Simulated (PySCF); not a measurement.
HN₂, SMILES N#[NH+], charge +1. Atoms are numbered in the order given.

```xyz
3

N      0.0000     0.0000     0.6484
N      0.0000     0.0000    -0.4376
H      0.0000     0.0000    -1.4754
```
Charge +1, spin multiplicity 1.

Geometry: B3LYP-D3(BJ)/def2-TZVPD. The isomer is the one that the SMILES or the coordinates give; other isomers of the formula were not compared.

Two levels are set side by side: PBE/pcJ-2 (PySCF) and B3LYP/pcJ-2 (PySCF). One-bond couplings, all four terms, same geometry. Isotopes: 14N, 1H. Differences are taken from unrounded values.

```
quantity        B3LYP
--------------  -----
¹J(N1,N2) (Hz)   -0.2
¹J(N2,H3) (Hz)  118.6
```

Problem. What does PBE give, and how far is it from B3LYP? (An estimate is asked for; the answer gives what the named calculation found.)

Solution. 
```
quantity          PBE  PBE minus B3LYP
--------------  -----  ---------------
¹J(N1,N2) (Hz)   -2.3             -2.1
¹J(N2,H3) (Hz)  108.6            -10.1
```

Rough cost on one machine, each run with all the roots and properties that it gave: B3LYP against PBE about 2 times.
